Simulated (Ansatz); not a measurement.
Computed with Ansatz on PBE0-D4/def2-TZVP structures; ΔE is electronic, products minus reactants. CCSD(T)/CBS adds triple-zeta CCSD(T) − MP2 to the extrapolated MP2 energy (def2 sets, frozen cores). Functionals use def2-TZVPP. HSE06 is defined as in plane-wave codes. Each species was taken in one conformer, which may not be the lowest.

Reaction (isomerisation): `FC1(F)C=CC1` → `C=C(F)/C=C/F`

Problem. Is it downhill or uphill in electronic energy at CCSD(T)/CBS, and by how much? (An estimate is asked.)

Solution. The calculation gave: Downhill: ΔE = -0.06 eV.

Problem. What do these levels give: r2SCANh-D4, r2SCAN0-D4, ωB97X-V, BLYP, PBE0, HSE06, LC-ωPBE, MP2/def2-SVP, MP2/def2-TZVPP, SCS-MP2/def2-TZVPP, MP2/CBS(def2), CCSD/CBS(def2)? (Estimate.)

Solution. The calculation gave: r2SCANh-D4 -0.16, r2SCAN0-D4 -0.09, ωB97X-V 0.03, BLYP -0.48, PBE0 -0.06, HSE06 -0.07, LC-ωPBE 0.13, MP2/def2-SVP 0.01, MP2/def2-TZVPP -0.02, SCS-MP2/def2-TZVPP -0.06, MP2/CBS(def2) 0.00, CCSD/CBS(def2) -0.04 eV.

Largest T1 diagnostic among the species: 0.012.

In def2-TZVPP, CCSD(T) changes the Hartree–Fock value by +0.08 eV (the triples alone add −0.02 eV) and MP2 by +0.14 eV. From r2SCAN to r2SCAN0 (25 % exact exchange), in def2-TZVPP and without D4, ΔE moves by +0.13 eV.
